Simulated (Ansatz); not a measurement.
`C=C(O)S`, relaxed with RKS PBE-D4/def2-SVP in Ansatz 0.2.0 from a rough embedded geometry. The force threshold is 0.03 eV/Å; the program also tests the step.

Total charge 0; spin multiplicity 1.

Start:

```xyz
8

C    -0.986    0.281   -0.767
C    -0.001    0.065    0.002
O     1.221    0.483   -0.384
S    -0.107   -0.675    1.512
H    -0.904    0.782   -1.759
H    -2.055   -0.028   -0.545
H     1.812    0.459    0.433
H     1.019   -1.367    1.508
```

```json
{"step": "1", "energy (eV)": "-15004.2383", "largest force (eV/Å)": "5.533", "largest move (Å)": "0.000"}
{"step": "2", "energy (eV)": "-15004.7322", "largest force (eV/Å)": "1.495", "largest move (Å)": "0.142"}
{"step": "3", "energy (eV)": "-15004.7973", "largest force (eV/Å)": "0.582", "largest move (Å)": "0.128"}
{"step": "4", "energy (eV)": "-15004.8048", "largest force (eV/Å)": "0.451", "largest move (Å)": "0.146"}
{"step": "5", "energy (eV)": "-15004.8160", "largest force (eV/Å)": "0.231", "largest move (Å)": "0.144"}
{"step": "6", "energy (eV)": "-15004.8187", "largest force (eV/Å)": "0.059", "largest move (Å)": "0.028"}
{"step": "7 (rejected)", "energy (eV)": "-15004.8185", "largest force (eV/Å)": "0.083", "largest move (Å)": "0.014"}
{"step": "8", "energy (eV)": "-15004.8191", "largest force (eV/Å)": "0.011", "largest move (Å)": "0.006"}
```

End:

```xyz
8

C    -1.028    0.273   -0.803
C     0.057    0.103   -0.019
O     1.307    0.474   -0.414
S    -0.086   -0.573    1.637
H    -0.930    0.815   -1.755
H    -2.000   -0.137   -0.507
H     1.839    0.610    0.395
H     0.840   -1.565    1.466
```

It took 10 s on 4 threads of a server CPU on a shared host, with 0.16 GiB of host memory at the peak.
